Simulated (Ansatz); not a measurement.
System: H2S, singlet: symmetric bend, bond length relaxed. Scanned: H-S-H angle. Other coordinates (S-H bond length) were minimised at PBE0/def2-TZVP.

The free coordinates were minimised at PBE0/def2-TZVP in PySCF; the energy column is full CI/cc-pVDZ, frozen core (Ansatz, a first-principles code), in eV.

| a / ° | S-H bond length / Å | E |
|---|---|---|
| 180 | 1.317 | 3.116 |
| 171.59 | 1.320 | 3.005 |
| 162.06 | 1.328 | 2.649 |
| 151.24 | 1.337 | 2.079 |
| 140.11 | 1.340 | 1.458 |
| 132.24 | 1.340 | 1.051 |
| 119.83 | 1.340 | 0.518 |
| 110.82 | 1.339 | 0.236 |
| 99.34 | 1.340 | 0.030 |
| 89.64 | 1.342 | 0.000 |
| 81.23 | 1.346 | 0.085 |
| 71.71 | 1.352 | 0.305 |
| 60 | 1.364 | 0.755 |
